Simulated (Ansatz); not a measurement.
Calculated with Ansatz (gas phase, PBE0-D4/def2-TZVP geometries, no zero-point term in ΔE). CCSD(T)/CBS adds triple-zeta CCSD(T) − MP2 to the extrapolated MP2 energy (def2 sets, frozen cores). This one scheme is used for every species, atoms too. Functionals use def2-TZVPP. Open shells (•) are unrestricted, without spin–orbit coupling. Spin–orbit coupling would lower the free atoms: a little for C.

Consider the atomization: `C#CC=C` → 4 C• + 4 H•.

`C#CC=C`:

```xyz
8

C    -1.230    1.450   -0.934
C    -0.385    0.779   -0.402
C     0.635    0.019    0.224
C     0.498   -1.251    0.601
H    -1.984    2.036   -1.404
H     1.578    0.534    0.392
H     1.316   -1.778    1.075
H    -0.429   -1.790    0.447
```

```csv
level,ΔE (kJ/mol),difference from CCSD(T)/CBS
revPBE-D4,3594.7,35.8
BLYP-D4,3590.5,31.6
PBE0-D4,3605.9,47.0
r2SCAN0-D4,3516.5,-42.4
revPBE,3553.5,-5.4
BLYP,3563.9,5.0
r2SCAN,3577.0,18.1
PBE0,3596.1,37.2
LC-ωPBE,3556.4,-2.5
SCS-MP2/def2-QZVPP,3582.0,23.1
CCSD(T)/CBS,3558.9,0
```

Largest T1 diagnostic among the species: 0.012.

From r2SCAN to r2SCAN0 (25 % exact exchange), in def2-TZVPP and without D4, ΔE moves by −63.8 kJ/mol: exact exchange takes away binding that semilocal exchange gives to molecules. Leaving LDA and LC-ωPBE aside and taking each functional with its dispersion term where it has one, the values, not all of them listed here, spread over 236.6 kJ/mol, from BHLYP-D4 to PBE-D4. LDA lies +416.7 kJ/mol from PBE without D4, its usual overbinding. The D4 term adds +18.9 kJ/mol with B3LYP and +9.8 kJ/mol with PBE0; it sums over pairs of atoms, weighted by their polarisabilities, and B3LYP, whose exchange is more repulsive, gets the larger term.

B3LYP here is the variant with VWN-RPA as its local correlation; programs differ in this.

For atomizations the MP2-based limit and the directly extrapolated one differ by several kJ/mol either way, and by 10 to 25 for some Ge, Se and Sn compounds, so smaller differences from it don't rank the levels.
